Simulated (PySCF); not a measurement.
# Cost against result

Saddle point of BH$_{5}$O, singlet (BH₃ + H₂O → BH₃O ([BH2][OH]) + H₂; bonds formed: H2–H5; dative contacts that become bonds: B1–O6; bonds broken: B1–H2, H5–O6), PBE0-D4/def2-TZVP structure:

B1  (-0.488, 0.000, -0.218)
H2  (0.025, -1.226, -0.331)
H3  (-0.868, 0.301, -1.308)
H4  (-1.249, -0.043, 0.705)
H5  (0.762, -0.563, -0.054)
O6  (0.892, 0.678, 0.131)
H7  (0.927, 0.853, 1.076)
(Å)

Barriers are electronic and count from the start structure reached by relaxing down the imaginary mode.

Computed with PySCF 2.14 with density fitting (its default auxiliary sets; JK sets also for MP2 and CCSD(T)) (basis: as named in each row); correlated methods freeze the cores. B3LYP uses VWN-RPA correlation. Extrapolation: Hartree–Fock as exp(−7.88 √X), correlation as X^−2.97.

Times are rough, for one single point on 4 threads of a shared host (AMD EPYC).

The estimate by CCSD(T) at an estimated basis limit (MP2 extrapolated from triple and quadruple zeta, plus CCSD(T) − MP2 in triple zeta) is 24.33 kcal/mol.

| method | basis | time (s) | barrier (kcal/mol) | method less estimate |
| --- | --- | --- | --- | --- |
| HF | STO-3G | 2 | 66.00 | 41.67 |
| MP2 | def2-QZVPP | 3 | 23.23 | -1.10 |
| B3LYP-D4 | 6-31G | 4 | 29.11 | 4.78 |
| PBE0-D4 | def2-SVP | 4 | 20.74 | -3.58 |
| PBE-D4 | def2-SVP | 6 | 16.77 | -7.55 |
| SPW92 | def2-TZVPP | 7 | 14.87 | -9.45 |
| PBE0-D4 | def2-TZVPP | 7 | 21.21 | -3.11 |
| CCSD(T) | def2-SVP | 8 | 26.13 | 1.81 |
| BHLYP-D4 | def2-TZVPP | 8 | 27.14 | 2.82 |
| B3LYP-D4 | def2-TZVPP | 8 | 23.07 | -1.26 |
| PBE-D4 | def2-TZVPP | 9 | 17.84 | -6.49 |
| r2SCAN-D4 | def2-TZVPP | 14 | 20.27 | -4.06 |
| CCSD(T) | def2-TZVPP | 76 | 25.07 | 0.74 |
| wB97M-V | def2-TZVPP | 160 | 23.92 | -0.41 |

All methods are single points on the PBE0-D4 structures.

T1 diagnostic: at most 0.015.

The step is the kind of ligand exchange by which a precursor binds to a hydroxyl group, or is hydrolysed, in atomic layer deposition of oxides.

Labels in which every atom is bracketed show which atoms are joined, not bond orders.
